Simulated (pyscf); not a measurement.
Thermochemistry of product channels of Cl–SiH₂–Cl + H• on the doublet surface, in kcal/mol, from ωB97M-D3(BJ)/def2-TZVP energies (ideal gas, 1 atm, RRHO with modes under 100 cm⁻¹ raised to 100, one conformer, R ln 2 for rigid chiral ones). PySCF, gas phase, ωB97X-D3(BJ)/def2-SVP geometries.

```csv
products,ΔE,ΔH(298 K),ΔG(298 K),ΔG(1200 K)
Cl–SiH•–Cl + H₂,-11.7,-10.9,-12.7,[?]
HCl + •H₂Si–Cl,[?],+9.0,+5.6,-2.8
```

Task: Some entries are withheld; supply them.

Result: 
- Cl–SiH•–Cl + H₂, ΔG(1200 K): -18.0
- HCl + •H₂Si–Cl, ΔE: +7.2

The channel to HCl + •H₂Si–Cl turns favourable between 298 and 1200 K (ΔG from +5.6 kcal/mol to -2.8 kcal/mol).

These are energies of the channels, which say nothing of barriers.
